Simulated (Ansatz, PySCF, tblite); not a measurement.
Bond stretch in LiH, singlet. Each curve is given relative to its own lowest point near equilibrium.

| R / Å | A | B | C |
|---|---|---|---|
| 1.21 | 20.5 | 2.6 | 20.5 |
| 1.29 | 11.9 | 0.5 | 11.9 |
| 1.34 | 8.0 | 0.0 | 8.0 |
| 1.46 | 2.2 | 0.4 | 2.2 |
| 1.51 | 1.0 | 1.1 | 1.0 |
| 1.53 | 0.6 | 1.4 | 0.6 |
| 1.60 | 0.0 | 2.9 | 0.0 |
| 1.65 | 0.1 | 4.1 | 0.0 |
| 1.70 | 0.4 | 5.4 | 0.4 |
| 1.76 | 1.3 | 7.1 | 1.2 |
| 1.86 | 3.4 | 10.2 | 3.3 |
| 1.98 | 6.7 | 14.0 | 6.6 |
| 2.14 | 12.0 | 19.0 | 11.9 |
| 2.43 | 22.9 | 29.9 | 22.2 |
| 2.61 | 29.7 | 36.7 | 28.6 |
| 2.90 | 40.4 | 47.5 | 38.3 |
| 3.19 | 50.2 | 57.4 | 47.0 |
| 3.53 | 60.6 | 67.8 | 55.6 |
| 3.96 | 72.1 | 78.6 | 64.6 |
| 4.34 | 80.8 | 86.1 | 70.9 |
| 4.70 | 87.8 | — | 75.6 |
| 5.60 | — | — | 83.8 |
| 6.30 | — | — | 87.5 |

Energies in kcal/mol.

Problem. Match the curves with the methods GFN2-xTB, 300 K electronic temperature (tblite); RHF/cc-pVDZ in Ansatz (a first-principles code); PySCF 2.14.0 with restricted B3LYP/LANL2DZ.

Solution. A is RHF; B is GFN2-xTB; C is RKS-B3LYP/LANL2DZ.

A dash means that the run gave no value there, or that the column was ended at a point which the program doubted or which failed a test of continuity chosen for this set; such a test can also cut sound points.

The restricted form behind RKS-B3LYP/LANL2DZ, RHF keeps the bonding electrons paired and can't separate into open-shell fragments.
